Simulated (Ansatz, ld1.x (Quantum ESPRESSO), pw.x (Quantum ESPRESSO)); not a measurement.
Equation-of-state test of one PAW potential (osmium (Os))

osmium (Os), PAW, made with ld1.x (Quantum ESPRESSO) 7.5 (PBEsol, scalar-relativistic). Core [Xe] 4f14, reference 5d6 6s2 6p0. Waves: 6s (bound): rcut 1.95, rcutus 2.55 bohr; 6s channel at 2.4 Ry: rcut 1.95, rcutus 2.55 bohr; 6p (bound, empty): rcut 2.10, rcutus 2.85 bohr; 6p channel at 4.05 Ry: rcut 2.10, rcutus 2.85 bohr; 5d (bound): rcut 2.00, rcutus 2.70 bohr; 5d channel at 0.85 Ry: rcut 2.00, rcutus 2.70 bohr. Local part: all-electron potential smoothed inside 2.75 bohr (lloc = -1). Core correction: Bessel-smoothed model core, default radius (core density twice the valence density). Augmentation charge: BESSEL, radius 1.65 bohr.

Atomic tests: cutoffs needed: 15 Ry and 21 Ry (the cutoffs (Ry, on a coarse ladder) from which the occupation-weighted sum of valence levels, in a spherical-Bessel basis at the reference potential, stays within 10 and 1 mRy of its value at 400 Ry); ghost test: no extra level below or beside the all-electron valence levels (s, p, d, f tested) (spherical-Bessel basis up to 400 Ry, 20 bohr box); configuration tests: 1 of 7 tests not solved or not reliable.

Crystal test: bcc Os in pw.x 7.5, no spin, 15³ k-points, Fermi–Dirac smearing 0.01 Ry, cutoffs 40/320 Ry. The reference is all-electron LAPW (Ansatz 0.2.0) with the same functional, mesh and smearing; V0 and B0 come from Birch–Murnaghan fits to the pressures at five volumes. Errors are pseudo minus all-electron; Δ is the rms difference of the E(V) curves that follow from these fits, minima aligned, over ±6 % about the mean V0. Mesh and smearing are coarse, so the numbers serve the comparison and aren't converged zero-temperature values; the lattice is a test structure that the element need not adopt.

All-electron: a0 = 3.063 Å (V0 = 14.37 Å³/atom), B0 = 379.8 GPa.

How far does the potential miss the all-electron equation of state?

mean pressure error (GPa): +7.53; a0 (Å): 3.082; a0 error (%): +0.61; B0 error (%): +1.3; Δ (meV/atom): 22.4. The largest radius (2.85 bohr) exceeds half the bond length (2.51 bohr), so the spheres overlap, which is one possible source of error among others. This is a poor potential for the solid. Atomic configuration tests: 1 of 7 tests not solved or not reliable.

| V (Å³/atom) | P all-electron (GPa) | P pseudo (GPa) |
| --- | --- | --- |
| 13.631 | 22.64 | 32.38 |
| 13.989 | 10.78 | 19.24 |
| 14.348 | 0.50 | 7.87 |
| 14.707 | -8.41 | -1.96 |
| 15.065 | -16.11 | -10.48 |

At the middle volume, how do free energy and pressure move when the wave cutoff is lowered (ecutrho held at 320 Ry)?

```
cutoff (Ry)  shift of F (meV/atom)  shift of P (GPa)
         18                 +348.7             -7.52
         24                  +26.1             +0.03
         32                   +8.3             -0.46
```

The run at the middle volume (120 k-points, 10 iterations) took about 17 s on one core of a shared host (Neoverse-V1, 32 threads, 247 GiB, load 19).
